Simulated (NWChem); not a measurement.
System: C3H7, doublet; SMILES C[CH]C

Here is an NWChem input.

```
start job
memory heap 200 mb stack 900 mb global 1100 mb
geometry units angstroms noautosym nocenter noautoz
  C      0.192645     0.015844     1.301326
  C     -0.523795    -0.134293     0.000000
  C      0.192645     0.015844    -1.301326
  H     -0.399873    -0.364267     2.141453
  H      1.154758    -0.516075     1.295644
  H      0.428381     1.072096     1.529952
  H     -1.611037    -0.101280     0.000000
  H     -0.399873    -0.364267    -2.141453
  H      0.428381     1.072096    -1.529952
  H      1.154758    -0.516075    -1.295644
end
basis spherical
  * library def2-svp
end
dft
  odft
  mult 2
  xc m06-2x
  iterations 150
end
cosmo
  dielec 2.0
end
task dft energy
```

Output (shortened):

```
             Northwest Computational Chemistry Package (NWChem) 7.3.0
             --------------------------------------------------------

                             Geometry "geometry" -> ""
                             -------------------------

 Output coordinates in angstroms (scale by  1.889725989 to convert to a.u.)

  No.       Tag          Charge          X              Y              Z
 ---- ---------------- ---------- -------------- -------------- --------------
    1 C                    6.0000     0.19264500     0.01584400     1.30132600
    2 C                    6.0000    -0.52379500    -0.13429300     0.00000000
    3 C                    6.0000     0.19264500     0.01584400    -1.30132600
    4 H                    1.0000    -0.39987300    -0.36426700     2.14145300
    5 H                    1.0000     1.15475800    -0.51607500     1.29564400
    6 H                    1.0000     0.42838100     1.07209600     1.52995200
    7 H                    1.0000    -1.61103700    -0.10128000     0.00000000
    8 H                    1.0000    -0.39987300    -0.36426700    -2.14145300
    9 H                    1.0000     0.42838100     1.07209600    -1.52995200
   10 H                    1.0000     1.15475800    -0.51607500    -1.29564400

 Effective nuclear repulsion energy (a.u.)      75.1973965905

                                 NWChem DFT Module
                                 -----------------

 Summary of "ao basis" -> "ao basis" (spherical)
 ------------------------------------------------------------------------------
       Tag                 Description            Shells   Functions and Types
 ---------------- ------------------------------  ------  ---------------------
 C                          def2-svp                 6       14   3s2p1d
 H                          def2-svp                 3        5   2s1p

 in cosmo_initialize ...

 solvent parameters
 solvname_short: unkn
 solvname_long:  unknown
 dielec:        2.0000

          ---------------
          -cosmo- solvent
          ---------------
 Cosmo: York-Karplus, doi: 10.1021/jp992097l
 dielectric constant -eps-     =   2.00
 screen = (eps-1)/(eps    )    =   0.50000
 surface charge correction     = lagrangian

   van der Waals surface
 --------------------------

 ---------- ATOMIC COORDINATES (A.U.) ------------ VDWR(ANG.) --
     1    0.36404626    0.02994082    2.45914956     2.000
     2   -0.98982902   -0.25377697    0.00000000     2.000
     3    0.36404626    0.02994082   -2.45914956     2.000
     4   -0.75565040   -0.68836482    4.04675939     1.300
     5    2.18217620   -0.97524034    2.44841214     1.300
     6    0.80952271    2.02596767    2.89119006     1.300
     7   -3.04441849   -0.19139145    0.00000000     1.300
     8   -0.75565040   -0.68836482   -4.04675939     1.300
     9    0.80952271    2.02596767   -2.89119006     1.300
    10    2.18217620   -0.97524034   -2.44841214     1.300
 number of segments per atom =         32
 number of   points per atom =         32
 atom (   nspa,  nppa )
 ----------------------
    1 (     19,     0 )       0
    2 (     12,     0 )       0
    3 (     19,     0 )       0
    4 (     14,     0 )       0
    5 (     16,     0 )       0
    6 (     14,     0 )       0
    7 (     16,     0 )       0
    8 (     14,     0 )       0
    9 (     14,     0 )       0
   10 (     16,     0 )       0
 number of -cosmo- surface points =      154
 molecular surface =    103.493 angstrom**2
 molecular volume  =     78.497 angstrom**3
 G(cav/disp)       =      1.377 kcal/mol
 -lineq- algorithm             =   0
 -bem- low  level              =   2
 -bem- from -octahedral-
 gaussian surface charge width =   4.50000
 degree of switching           =   1.00000
 switching function tolerance  =   0.00010
 atomic radii =
 --------------
    1  6.000  2.000
    2  6.000  2.000
    3  6.000  2.000
    4  1.000  1.300
    5  1.000  1.300
    6  1.000  1.300
    7  1.000  1.300
    8  1.000  1.300
    9  1.000  1.300
   10  1.000  1.300
 ...... end of -cosmo- initialization ......

            General Information
            -------------------
          SCF calculation type: DFT
          Wavefunction type:  spin polarized.
          No. of atoms     :    10
          No. of electrons :    25
           Alpha electrons :    13
            Beta electrons :    12
          Charge           :     0
          Spin multiplicity:     2
          Use of symmetry is: off; symmetry adaption is: off
          Maximum number of iterations: 150
          AO basis - number of functions:    77
                     number of shells:    39
          Convergence on energy requested:  1.00D-06
          Convergence on density requested:  1.00D-05
          Convergence on gradient requested:  5.00D-04

              XC Information
              --------------
                       M06-2X Method XC Functional
                     Hartree-Fock (Exact) Exchange  0.540
                        M06-2X Exchange Functional  1.000
                      M06-2X Correlation Potential  1.000

             Grid Information
             ----------------
          Grid used for XC integration:  medium
          Radial quadrature: Mura-Knowles
          Angular quadrature: Lebedev.
          Tag              B.-S. Rad. Rad. Pts. Rad. Cut. Ang. Pts.
          ---              ---------- --------- --------- ---------
          C                   0.70       49          10.0       434
          H                   0.35       45          11.0       434
          Grid pruning is: on
          Number of quadrature shells:   462
          Spatial weights used:  Erf1

      Superposition of Atomic Density Guess
      -------------------------------------

 Sum of atomic energies:        -116.36938464

      Non-variational initial energy
      ------------------------------

 Total energy =    -118.326441
 1-e energy   =    -302.749796
 2-e energy   =     109.225958
 HOMO         =      -0.123712
 LUMO         =       0.108404

[...]

                                   COSMO solvation results
                                   -----------------------

                 gas phase energy =      -118.310093622244
                 sol phase energy =      -118.310633679143
 (electrostatic) solvation energy =         0.000540056900 (    0.34 kcal/mol)

                    DFT Final Alpha Molecular Orbital Analysis
                    ------------------------------------------

 Vector   11  Occ=1.000000D+00  E=-4.142521D-01
              MO Center= -7.5D-02, -1.3D-01,  4.8D-08, r^2= 3.2D+00
   Bfn.  Coefficient  Atom+Function         Bfn.  Coefficient  Atom+Function
  ----- ------------  ---------------      ----- ------------  ---------------
     6      0.324675   1 C  pz               34      0.324675   3 C  pz
    20     -0.307554   2 C  pz               43      0.252994   4 H  s
    63     -0.252993   8 H  s                 9      0.157843   1 C  pz
    37      0.157843   3 C  pz               44      0.121951   4 H  s
    64     -0.121951   8 H  s                23     -0.089724   2 C  pz

 Vector   12  Occ=1.000000D+00  E=-4.063974D-01
              MO Center= -1.6D-01, -1.5D-01, -5.1D-08, r^2= 2.9D+00
   Bfn.  Coefficient  Atom+Function         Bfn.  Coefficient  Atom+Function
  ----- ------------  ---------------      ----- ------------  ---------------
    18      0.321529   2 C  px               58     -0.291497   7 H  s
     4     -0.258880   1 C  px               32     -0.258880   3 C  px
    48     -0.198701   5 H  s                73     -0.198701  10 H  s
    43      0.141923   4 H  s                63      0.141923   8 H  s
    59     -0.139025   7 H  s                 7     -0.115493   1 C  px

 Vector   13  Occ=1.000000D+00  E=-2.359984D-01
              MO Center= -3.1D-01, -6.6D-02,  1.0D-09, r^2= 2.1D+00
   Bfn.  Coefficient  Atom+Function         Bfn.  Coefficient  Atom+Function
  ----- ------------  ---------------      ----- ------------  ---------------
    19      0.573380   2 C  py               22      0.528404   2 C  py
    53     -0.183791   6 H  s                68     -0.183791   9 H  s
    54     -0.171712   6 H  s                69     -0.171712   9 H  s
    17     -0.128257   2 C  s                48      0.104922   5 H  s
    73      0.104922  10 H  s                 5     -0.100165   1 C  py

 Vector   14  Occ=0.000000D+00  E= 1.100325D-01
              MO Center=  1.8D-01,  6.2D-02,  1.4D-07, r^2= 7.5D+00
   Bfn.  Coefficient  Atom+Function         Bfn.  Coefficient  Atom+Function
  ----- ------------  ---------------      ----- ------------  ---------------
     3      1.866091   1 C  s                31      1.866090   3 C  s
    44     -0.865272   4 H  s                64     -0.865272   8 H  s
    54     -0.797250   6 H  s                69     -0.797250   9 H  s
    49     -0.774638   5 H  s                74     -0.774638  10 H  s
    59     -0.600267   7 H  s                21     -0.408938   2 C  px

 Vector   15  Occ=0.000000D+00  E= 1.389389D-01
              MO Center= -4.4D-01, -2.6D-01,  1.4D-08, r^2= 6.3D+00
   Bfn.  Coefficient  Atom+Function         Bfn.  Coefficient  Atom+Function
  ----- ------------  ---------------      ----- ------------  ---------------
    17      1.451819   2 C  s                59     -1.401019   7 H  s
    49      0.848923   5 H  s                74      0.848923  10 H  s
     3     -0.712994   1 C  s                31     -0.712994   3 C  s
    44     -0.585559   4 H  s                64     -0.585558   8 H  s
     7     -0.436750   1 C  px               35     -0.436750   3 C  px

 Vector   16  Occ=0.000000D+00  E= 1.478751D-01
              MO Center=  1.9D-01,  4.5D-02, -7.7D-08, r^2= 8.5D+00
   Bfn.  Coefficient  Atom+Function         Bfn.  Coefficient  Atom+Function
  ----- ------------  ---------------      ----- ------------  ---------------
     3      2.434948   1 C  s                31     -2.434948   3 C  s
    44     -1.100780   4 H  s                64      1.100780   8 H  s
    54     -0.914879   6 H  s                69      0.914879   9 H  s
    49     -0.832320   5 H  s                74      0.832320  10 H  s
    23     -0.636248   2 C  pz                9      0.188510   1 C  pz

                     DFT Final Beta Molecular Orbital Analysis
                     -----------------------------------------

 Vector   10  Occ=1.000000D+00  E=-4.383784D-01
              MO Center=  3.9D-01,  2.2D-01, -5.2D-09, r^2= 3.2D+00
   Bfn.  Coefficient  Atom+Function         Bfn.  Coefficient  Atom+Function
  ----- ------------  ---------------      ----- ------------  ---------------
     5      0.312227   1 C  py               33     -0.312227   3 C  py
    53      0.243446   6 H  s                68     -0.243446   9 H  s
    48     -0.183414   5 H  s                73      0.183414  10 H  s
     8      0.155674   1 C  py               36     -0.155674   3 C  py
    54      0.092557   6 H  s                69     -0.092557   9 H  s

 Vector   11  Occ=1.000000D+00  E=-4.098961D-01
              MO Center= -7.6D-02, -1.1D-01,  2.5D-08, r^2= 3.0D+00
   Bfn.  Coefficient  Atom+Function         Bfn.  Coefficient  Atom+Function
  ----- ------------  ---------------      ----- ------------  ---------------
     6      0.337466   1 C  pz               34      0.337466   3 C  pz
    20     -0.312554   2 C  pz               43      0.239364   4 H  s
    63     -0.239364   8 H  s                 9      0.167509   1 C  pz
    37      0.167509   3 C  pz               44      0.117722   4 H  s
    64     -0.117722   8 H  s                23     -0.084663   2 C  pz

 Vector   12  Occ=1.000000D+00  E=-4.007834D-01
              MO Center= -2.2D-01, -1.4D-01, -3.1D-08, r^2= 2.8D+00
   Bfn.  Coefficient  Atom+Function         Bfn.  Coefficient  Atom+Function
  ----- ------------  ---------------      ----- ------------  ---------------
    18      0.315838   2 C  px               58     -0.311257   7 H  s
     4     -0.256417   1 C  px               32     -0.256417   3 C  px
    48     -0.190120   5 H  s                73     -0.190120  10 H  s
    59     -0.163463   7 H  s                43      0.131041   4 H  s
    63      0.131041   8 H  s                 7     -0.116200   1 C  px

 Vector   13  Occ=0.000000D+00  E= 1.641539D-02
              MO Center= -3.4D-01, -1.1D-01,  1.0D-09, r^2= 2.3D+00
   Bfn.  Coefficient  Atom+Function         Bfn.  Coefficient  Atom+Function
  ----- ------------  ---------------      ----- ------------  ---------------
    22      0.649946   2 C  py               19      0.448832   2 C  py
    54     -0.321075   6 H  s                69     -0.321075   9 H  s
    17     -0.228624   2 C  s                49      0.162950   5 H  s
    53     -0.162231   6 H  s                68     -0.162231   9 H  s
    74      0.162951  10 H  s                 3      0.118182   1 C  s

 Vector   14  Occ=0.000000D+00  E= 1.053154D-01
              MO Center=  3.8D-01,  1.4D-01,  1.3D-07, r^2= 7.3D+00
   Bfn.  Coefficient  Atom+Function         Bfn.  Coefficient  Atom+Function
  ----- ------------  ---------------      ----- ------------  ---------------
     3      1.958026   1 C  s                31      1.958026   3 C  s
    54     -0.881259   6 H  s                69     -0.881259   9 H  s
    49     -0.840233   5 H  s                74     -0.840233  10 H  s
    44     -0.794055   4 H  s                64     -0.794054   8 H  s
    59     -0.462896   7 H  s                21     -0.375551   2 C  px

 Vector   15  Occ=0.000000D+00  E= 1.407649D-01
              MO Center= -5.0D-01, -3.1D-01,  1.2D-07, r^2= 6.3D+00
   Bfn.  Coefficient  Atom+Function         Bfn.  Coefficient  Atom+Function
  ----- ------------  ---------------      ----- ------------  ---------------
    59     -1.337559   7 H  s                17      1.307532   2 C  s
    49      0.810586   5 H  s                74      0.810586  10 H  s
    44     -0.762122   4 H  s                64     -0.762122   8 H  s
     7     -0.477860   1 C  px               35     -0.477860   3 C  px
     3     -0.471788   1 C  s                31     -0.471789   3 C  s

   alpha - beta orbital overlaps
   -----------------------------

   alpha      1      2      3      4      5      6      7      8      9     10
    beta      3      2      1      4      5      6      7      8      9     10
 overlap   0.878  1.000  0.878  0.996  1.000  0.995  0.994  0.982  0.993  0.996

   alpha     11     12     13     14     15     16     17     18     19     20
    beta     11     12     13     14     15     16     17     19     18     20
 overlap   0.996  0.999  0.973  0.994  0.991  0.999  0.988  0.991  0.999  0.999

   alpha     21     22     23     24     25     26     27     28     29     30
    beta     21     22     23     24     25     26     27     28     29     30
 overlap   0.995  0.998  0.998  1.000  0.994  0.999  0.932  0.904  0.999  0.944

   alpha     31     32     33     34     35     36     37     38     39     40
    beta     31     32     33     34     35     36     38     37     39     40
 overlap   0.951  0.959  0.954  0.986  0.805  0.659  0.990  0.839  0.999  0.998

   alpha     41     42     43     44     45     46     47     48     49     50
    beta     41     42     43     44     45     46     47     48     49     50
 overlap   1.000  0.999  0.998  1.000  0.996  0.992  0.999  0.996  0.996  0.994

[...]
```

Level: M06-2X/def2-SVP, spin-unrestricted, COSMO on the gas-phase geometry. In the optimisation the excess spin sits in a' (Cs, its own frame). All runs use the structure optimised with B3LYP/6-31G* (spherical d), spin-unrestricted. No stability test was run on the SCF state. COSMO prints the solvation energy as gas minus solution, so a positive value is a stabilisation.
